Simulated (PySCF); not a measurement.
## Indirect couplings

Geometry:
```tsv
atom	x (Å)	y (Å)	z (Å)
C1	0.661	0.834	-0.069
C2	-0.697	0.785	0.188
C3	-1.286	-0.481	0.214
N4	-0.610	-1.607	0.007
N5	0.681	-1.561	-0.238
C6	1.306	-0.387	-0.277
H7	1.213	1.776	-0.110
H8	-1.290	1.685	0.363
H9	-2.355	-0.608	0.410
H10	2.379	-0.436	-0.486
```

Couplings: B3LYP/pcJ-1 (spin–dipole term only in couplings to heteroatoms) in PySCF, geometry PBE0-D3(BJ)/def2-SVP; gas phase, one conformer, non-relativistic. Couplings are averaged over pairs made equivalent by symmetry, fast rotation or ring inversion, so a value needn't be that of the named pair in this geometry, while other rotamers aren't included; one pair stands for each set, and the list holds those of at least 0.8 Hz over up to four bonds.

Isotopes: 13C, 1H, 15N.

| pair | bonds | J (Hz) |
| --- | --- | --- |
| C1, C2 | 1 | 57.5 |
| C1, C6 | 1 | 55.4 |
| C1, H7 | 1 | 173.2 |
| C3, N4 | 1 | 10.7 |
| C3, H9 | 1 | 191.1 |
| N4, N5 | 1 | ? |
| C1, C3 | 2 | -2.3 |
| C1, N5 | 2 | 0.9 |
| C1, H10 | 2 | 8.1 |
| C3, N5 | 2 | 5.3 |
| C3, H8 | 2 | 3.0 |
| N4, H9 | 2 | -13.9 |
| C1, N4 | 3 | -8.8 |
| C1, H9 | 3 | 6.1 |
| C3, C6 | 3 | ? |
| C3, H7 | 3 | 5.6 |
| N4, H10 | 3 | ? |
| H7, H8 | 3 | ? |
| H7, H10 | 3 | ? |
| C3, H10 | 4 | ? |
| H7, H9 | 4 | ? |

**Question.** Estimate the withheld couplings, with signs.

**Answer.** 
- 1J(N4,N5) = -27.0 Hz (bond length 1.316 Å)
- 3J(C3,C6) = 20.7 Hz
- 3J(N4,H10) = -3.9 Hz (dihedral angle 180°)
- 3J(H7,H8) = 8.9 Hz (dihedral angle 0°)
- 3J(H7,H10) = 5.7 Hz (dihedral angle 0°)
- 4J(C3,H10) = -1.8 Hz
- 4J(H7,H9) = 1.8 Hz
